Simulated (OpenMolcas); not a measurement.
## C2H6Al (SMILES [CH3][Al][CH3]): the vertical energy of the quartet above the doublet from total energies

C2H6Al: 9 atoms, total charge 0, spin state doublet. SMILES: `[CH3][Al][CH3]`. The shape is that of a PBE0-D4/def2-TZVP optimisation.

Both states at this one shape; open shells run unrestricted unless said. 1 Eh = 27.2114 eV.

| level | program | doublet C2H6Al (Eh) | quartet C2H6Al (Eh) |
| --- | --- | --- | --- |
| UBLYP/def2-SVPD | OpenMolcas | -322.027138 | -321.857892 |
| UM06-L/def2-SVPD | OpenMolcas | -322.060685 | -321.887377 |

Work out the vertical gap, second state less first, at each level.


1. UBLYP/def2-SVPD: -321.857892 − (-322.027138) = 0.169246 Eh = 4.61 eV.
2. UM06-L/def2-SVPD: -321.887377 − (-322.060685) = 0.173308 Eh = 4.72 eV.

No measured value is set beside it here; the levels span 4.61 to 4.72 eV.
